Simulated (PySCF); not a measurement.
Species: F₂OS.
Z-matrix (Å and degrees, PBE0-D3(BJ)/def2-SVP geometry), rows numbered from 1:
```
O 
S   1  1.4370
F   2  1.6163  1  106.75
F   2  1.6164  1  106.76  3    98.05
```

Level: PBE0/pcSseg-1 in PySCF, non-relativistic, on one gas-phase PBE0-D3(BJ)/def2-SVP geometry that isn't relaxed in the solvent. The solvent is an IEF-PCM continuum (van der Waals radii × 1.2). Specific hydrogen bonds and non-electrostatic terms are outside this model.

Gas phase at PBE0/pcSseg-1: HOMO -9.77 eV, LUMO -1.45 eV, dipole 1.88 D.

Task: What does the continuum do to the energy, the frontier levels and the dipole at PBE0/pcSseg-1 in benzene and acetone?

Result: 
| solvent | ε | E(solvent) − E(gas) (kJ/mol) | polarisation term (kJ/mol) | distortion of the solute (kJ/mol) | HOMO (eV) | LUMO (eV) | dipole (D) |
| --- | --- | --- | --- | --- | --- | --- | --- |
| benzene | 2.271 | -6.50 | -6.91 | 0.41 | -9.68 | -1.32 | 2.04 |
| acetone | 20.49 | -14.03 | -15.82 | 1.79 | -9.60 | -1.18 | 2.23 |

The polarisation term is half the interaction of the solute with the surface charges that it induces; the rest is the cost of distorting the solute's density. The sum is the electrostatic part of solvation alone. From benzene to acetone the lowering changes by a factor 2.16, Onsager's factor (ε − 1)/(2ε + 1) by 2.02 and ε itself by 9.0.

Task: Which radius a makes the point-dipole formula ΔE = −[(ε − 1)/(2ε + 1)]·μ²/a³ give the value in acetone, with the gas-phase dipole?

Result: μ = 0.738 au and |ΔE| = 0.00535 Eh give a = 1.91 Å; the farthest nucleus lies 1.41 Å from the centroid of the nuclei. The formula assumes a rigid point dipole at the centre of a sphere.

Task: Which ESP-fitted charges (PBE0/pcSseg-1) respond most in acetone (means over atoms taken as equivalent)?

Result: 
```json
{"atoms": "S2", "environment": "sulfinyl sulfur", "gas (e)": "+0.574", "solvent (e)": "+0.670", "change": "+0.096"}
{"atoms": "O1", "environment": "sulfinyl oxygen", "gas (e)": "-0.285", "solvent (e)": "-0.339", "change": "-0.054"}
{"atoms": "F3/F4", "environment": "sulfur-bound fluorine", "gas (e)": "-0.144", "solvent (e)": "-0.166", "change": "-0.022"}
```

Task: Which Mayer bond orders change most in acetone?

Result: 
| bond | length (Å) | gas | solvent | change |
| --- | --- | --- | --- | --- |
| O1–S2 | 1.437 | 1.928 | 1.902 | -0.026 |
| S2–F3 | 1.616 | 0.877 | 0.871 | -0.006 |
| S2–F4 | 1.616 | 0.876 | 0.871 | -0.005 |
